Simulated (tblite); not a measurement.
C4H6N (doublet state).
Bonds: N1–C2 (double), C2–C3, C3–C4, C4–C5, C3–C5. Hydrogens: H6 on C2; H7 on C3; H8, H9 on C4; H10, H11 on C5.
Bond orders are those of one Lewis drawing.

Computed with GFN2-xTB (tblite), gas phase: L-BFGS steps from a force-field or distance-geometry start until the largest atomic force falls under 0.01 eV/Å.

Step 10: E = -392.0429 eV
```
atom  x, y, z in Å  |  force x, y, z in eV/Å
N1      2.5673    0.0802    0.1760    0.002  -0.003  -0.020
C2      1.5302   -0.4248   -0.2173   -0.045   0.018  -0.024
C3      0.2148    0.2710   -0.4535    0.005   0.004   0.017
C4     -1.0942   -0.4139   -0.2094    0.083   0.025  -0.043
C5     -0.6234    0.6551    0.7311    0.061   0.017  -0.039
H6      1.4964   -1.4979   -0.4647   -0.059  -0.027   0.037
H7      0.2892    0.9763   -1.2754   -0.028  -0.020   0.061
H8     -1.0913   -1.4368    0.1415    0.027   0.046  -0.018
H9     -1.9118   -0.1872   -0.8790    0.016  -0.027   0.023
H10    -0.2730    0.3560    1.7079   -0.027   0.007  -0.012
H11    -1.0988    1.6247    0.7169   -0.034  -0.040   0.017
```

Step 11: E = -392.0440 eV
```
atom  x, y, z in Å  |  force x, y, z in eV/Å
N1      2.5723    0.0766    0.1723   -0.020  -0.014  -0.029
C2      1.5310   -0.4237   -0.2161   -0.059   0.007  -0.027
C3      0.2167    0.2745   -0.4520   -0.045  -0.003   0.001
C4     -1.0926   -0.4136   -0.2113    0.096   0.032  -0.027
C5     -0.6247    0.6561    0.7310    0.065   0.004  -0.052
H6      1.4855   -1.4979   -0.4600   -0.030  -0.013   0.047
H7      0.2896    0.9790   -1.2740   -0.018  -0.008   0.051
H8     -1.0869   -1.4367    0.1392    0.033   0.045  -0.010
H9     -1.9127   -0.1936   -0.8812    0.048  -0.003   0.035
H10    -0.2707    0.3573    1.7063   -0.041  -0.002   0.005
H11    -1.1022    1.6248    0.7198   -0.029  -0.045   0.005
```

Step 12: E = -392.0451 eV
```
atom  x, y, z in Å  |  force x, y, z in eV/Å
N1      2.5765    0.0725    0.1677   -0.035  -0.020  -0.037
C2      1.5308   -0.4225   -0.2153   -0.049  -0.012  -0.022
C3      0.2185    0.2779   -0.4506   -0.060  -0.003  -0.027
C4     -1.0894   -0.4129   -0.2138    0.069   0.021   0.000
C5     -0.6248    0.6573    0.7304    0.041  -0.007  -0.034
H6      1.4740   -1.4978   -0.4543   -0.004  -0.006   0.054
H7      0.2896    0.9815   -1.2715   -0.003   0.025   0.015
H8     -1.0817   -1.4357    0.1366    0.042   0.027   0.003
H9     -1.9126   -0.2001   -0.8826    0.067   0.026   0.034
H10    -0.2692    0.3586    1.7047   -0.046  -0.013   0.024
H11    -1.1063    1.6240    0.7228   -0.022  -0.039  -0.011
```

Question: Estimate the geometry and energy of step 13. (The exact step hangs on the optimiser's Hessian estimate; all steps are aligned on step 12, rigid shifts and turns removed.)

Answer: E = -392.0459 eV, largest force 0.082 eV/Å
```
atom  x, y, z in Å  |  force x, y, z in eV/Å
N1      2.5786    0.0691    0.1635   -0.035  -0.016  -0.039
C2      1.5294   -0.4218   -0.2153   -0.026  -0.024  -0.014
C3      0.2194    0.2802   -0.4501   -0.038   0.006  -0.044
C4     -1.0860   -0.4123   -0.2158    0.022   0.004   0.024
C5     -0.6239    0.6582    0.7295    0.007  -0.015  -0.001
H6      1.4655   -1.4978   -0.4489    0.008  -0.014   0.053
H7      0.2895    0.9838   -1.2693    0.007   0.058  -0.025
H8     -1.0771   -1.4343    0.1348    0.050   0.001   0.015
H9     -1.9112   -0.2043   -0.8830    0.063   0.049   0.019
H10    -0.2691    0.3593    1.7037   -0.041  -0.021   0.035
H11    -1.1097    1.6225    0.7249   -0.016  -0.026  -0.023
```

The energy changes by -0.0008 eV. The first-order estimate −F·Δx gives -0.0011 eV and the mean of the old and new forces, exact on a quadratic surface, -0.0008 eV. The step makes an angle of 67° with the force vector and moves no atom by more than 0.010 Å.

The cost below is that of the whole relaxation. Time: 0.34 s wall. Hardware: an Arm Neoverse N1 with one thread, shared host with 64 logical CPUs at a one-minute load of 15.
